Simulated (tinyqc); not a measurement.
UHF in the sto-3g basis, for H2O+, spin multiplicity 2, step by step. One step of it, computed by the program tinyqc.

Question. Orthogonalisation. S = U s U^T; symmetric (Loewdin) form X = U s^(-1/2) U^T, so that X^T S X = 1.

overlap S, lower triangle:
```
,1O 1s,1O 2s,1O 2px,1O 2py,1O 2pz,2H 1s,3H 1s
1O 1s,1.000000
1O 2s,0.236704,1.000000
1O 2px,0.000000,0.000000,1.000000
1O 2py,0.000000,0.000000,0.000000,1.000000
1O 2pz,0.000000,0.000000,0.000000,0.000000,1.000000
2H 1s,0.030710,0.333536,0.000000,0.254043,0.167663,1.000000
3H 1s,0.030710,0.333536,0.000000,-0.254043,0.167663,0.120395,1.000000
```

Give: eigenvalues of S; X.

Answer.

eigenvalues of S: 0.493  0.576  0.895  1.000  1.092  1.304  1.641

X, lower triangle:
```
,1O 1s,1O 2s,1O 2px,1O 2py,1O 2pz,2H 1s,3H 1s
1O 1s,1.023
1O 2s,-0.134,1.120
1O 2px,0.000,0.000,1.000
1O 2py,0.000,0.000,0.000,1.060
1O 2pz,-0.005,0.048,0.000,0.000,1.024
2H 1s,0.017,-0.187,0.000,-0.154,-0.092,1.093
3H 1s,0.017,-0.187,0.000,0.154,-0.092,-0.041,1.093
```
